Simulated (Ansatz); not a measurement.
The cluster B2P⁺. The state is a quintet with charge 1. Geometry r2SCAN-D4/def2-TZVP; atoms count from 1.

```xyz
3

B    -1.054   -0.232   -0.208
B     0.298    0.383    0.986
P     0.756   -0.151   -0.778
```

At PBE0-D4/def2-TZVP a singlet of charge 1 lies 2.16 eV below the quintet, each at its own geometry. The structure comes from a short search, and lower isomers may exist.

Problem. Estimate the Mulliken populations from the PBE0/def2-TZVP orbitals of Ansatz.

Solution. 
```csv
atom,charge (e),spin (α − β)
B1,0.27,1.44
B2,0.27,1.44
P3,0.46,1.12
```
Mulliken values and Mayer orders depend strongly on the basis.

Problem. Where does the spin sit?

Solution. Summed by element: B 2.88, P 1.12, of 4 unpaired in all. Largest on single atoms: B1 1.44, B2 1.44, P3 1.12.

Problem. And the Mayer bond orders between bonded heavy atoms (over 0.3)?

Solution. B1–B2 0.74 (1.91 Å); B1–P3 1.25 (1.90 Å); B2–P3 1.25 (1.90 Å).
